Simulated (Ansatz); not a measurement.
The same path of CH₆AlN (9 atoms, charge 0, multiplicity 1) was run 3 times with different band settings. Lost on the way: Al1–C2, N3–H4. Made: C2–H4.

These are results of Ansatz, UKS PBE/def2-SVP, not measurements.

Relaxed end points:

```xyz
9
Properties=species:S:1:pos:R:3
Al -0.686 -0.010 -0.270
C 0.279 0.766 1.261
N 0.204 -1.016 -1.452
H 1.201 -1.245 -1.420
H -2.248 0.177 -0.567
H 0.827 -0.014 1.832
H 1.039 1.503 0.921
H -0.395 1.289 1.971
H -0.220 -1.449 -2.276
```

```xyz
9
Properties=species:S:1:pos:R:3
Al -2.030 -0.688 -1.746
C 1.089 0.642 1.356
N -0.404 -0.983 -1.648
H 0.712 0.140 0.442
H -3.470 -0.146 -1.410
H 1.546 -0.106 2.032
H 1.847 1.400 1.082
H 0.250 1.138 1.879
H 0.460 -1.399 -1.986
```

Common settings: movable images 7; climbing image yes; spring 5.0 eV/Å²; start path through a guess of the saddle point; iteration limit 60; end points relaxed.

| run | optimiser | force threshold | largest step |
| --- | --- | --- | --- |
| 1 | quadratic models (default) | 0.05 eV/Å | default |
| 2 | fire | 0.05 eV/Å | 0.5 Å |
| 3 | quadratic models (default) | 0.5 eV/Å | default |

Task: What does each run give, and how far can it be trusted?

Result: Run 1: converged after 29 iterations, highest image 2.872 eV above the first end. A structure lower than the first end lies on the path between it and the top, so the climb from that side starts below the end, which may itself be a saddle point or a shallow side well. Neighbouring images differ by up to 2.5 eV, so the band resolves the path poorly. A vibrational analysis at the climbing image gives one clearly imaginary mode, 973i cm⁻¹: a first-order saddle point.
Run 2: not converged after 60 iterations, highest image 2.632 eV above the first end. The band didn't meet its force threshold, so its energies are provisional: the largest band force was still 2.08 eV/Å, and over the last iterations the top moved between 2.63 and 3.16 eV.
Run 3: converged after 10 iterations, highest image 2.903 eV above the first end. The threshold of 0.5 eV/Å is loose, so the images may lie well off the minimum-energy path. Neighbouring images differ by up to 2.1 eV, so the band resolves the path poorly. The order of the stationary point at the top wasn't checked.
The orbitals stay closed-shell, which can raise the energy where a bond breaks towards radicals; this wasn't checked here.
